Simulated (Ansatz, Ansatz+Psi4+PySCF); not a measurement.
Two shapes of singlet C2H4.

Shape 1:

```xyz
6

C     0.0000    0.0000    0.6675
C     0.0000    0.0000   -0.6675
H     0.0000    0.9228    1.2377
H     0.0000   -0.9228    1.2377
H     0.0000    0.9228   -1.2377
H     0.0000   -0.9228   -1.2377
```

Shape 2:

```xyz
6

C     0.0000    0.0000    0.6675
C     0.0000    0.0000   -0.6675
H     0.0000    0.9058    1.2272
H     0.0000   -0.9058    1.2272
H     0.0000    0.9058   -1.2272
H     0.0000   -0.9058   -1.2272
```

Basis set: cc-pVTZ (spherical functions). Frozen core: 2 orbitals. Charge 0, multiplicity 1.

Computed with Ansatz (development build ahead of 0.2.0) and Psi4 1.11; each method stands on the lowest determinant of its kind that the runs found.

(1) Which shape is lower in energy, and by how much in each method?

## Answers

(1)

| method | E(2) − E(1) (eV) |
| --- | --- |
| RHF | -0.002 |
| RHF-MP2 | 0.017 |
| RHF-CCSD(T) | 0.025 |

Shape 1 is lower, bar methods that put the two within 0.005 eV.
